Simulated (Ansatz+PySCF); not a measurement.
singlet BNH6: levels of theory in one basis

```yaml
atoms:
  - { symbol: B, position_ang: [0.0000, 0.0000, -0.9155] }
  - { symbol: N, position_ang: [0.0000, 0.0000, 0.7196] }
  - { symbol: H, position_ang: [0.0000, -1.1803, -1.2418] }
  - { symbol: H, position_ang: [-1.0222, 0.5901, -1.2418] }
  - { symbol: H, position_ang: [1.0222, 0.5901, -1.2418] }
  - { symbol: H, position_ang: [0.0000, 0.9514, 1.0887] }
  - { symbol: H, position_ang: [-0.8239, -0.4757, 1.0887] }
  - { symbol: H, position_ang: [0.8239, -0.4757, 1.0887] }
```

Basis set: def2-SVP (spherical functions). Left uncorrelated: 2 orbitals. Charge 0, multiplicity 1.

Computed with Ansatz (development build ahead of 0.2.0); each method stands on the lowest determinant of its kind that the runs found. NEVPT2 correlates all electrons. Active spaces start from the frontier orbitals, and the lowest solution found is given.

| method | E − E(RHF) (eV) | <S²> of the determinant |
| --- | --- | --- |
| RHF | 0.00 | 0.00 |
| RHF-CCSD | -9.09 | – |
| RHF-CCSD(T) | -9.29 | – |
| CASSCF(2,2) | -0.36 | – |
| SC-NEVPT2(2,2) | -8.24 | – |

Q: What does RHF-MP2 give on the same scale?

A: -8.12 eV.

Q: Is a single determinant a sound starting point here?

A: By this sign, yes. Unrestricted orbitals gain 0.00 eV and <S²> is 0.00 against 0.00 for a pure state. The CASSCF(2,2) natural occupations are 1.98, 0.02.
